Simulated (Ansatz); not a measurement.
System: CH₃O, charge -1, multiplicity 1. It need not be the lowest isomer of its formula. Whether it binds its extra electron was not tested at this geometry. 
Geometry from a B3LYP-D3(BJ)/def2-TZVP (Ansatz, an electronic-structure program) optimisation:
SMILES: C[O-]
```xyz
5

C     -0.0196     0.5304     0.0101
O      0.0292    -0.7889    -0.0150
H     -1.0629     1.0048     0.0280
H      0.4813     1.0453     0.9033
H      0.4659     1.0784    -0.8719
```
Charge -1, spin multiplicity 1.

Parts of the frozen-core correlation energy in STO-3G (Ansatz, hartree). Frozen orbitals: 2; correlated occupied orbitals by spin: 7 and 7; virtual: 4 and 4. No spin-orbit coupling. Non-relativistic.

| term | value |
|---|---|
| reference (HF) | -112.70451 |
| MP2 opposite-spin | -0.07121 |
| MP2 same-spin | -0.01273 |
| CCSD correlation | -0.10875 |
| (T) | -0.00321 |
| FCI minus CCSD(T) | -0.00046 |
| T1 diagnostic | 0.016 |
| largest doubles amplitude | 0.064 |
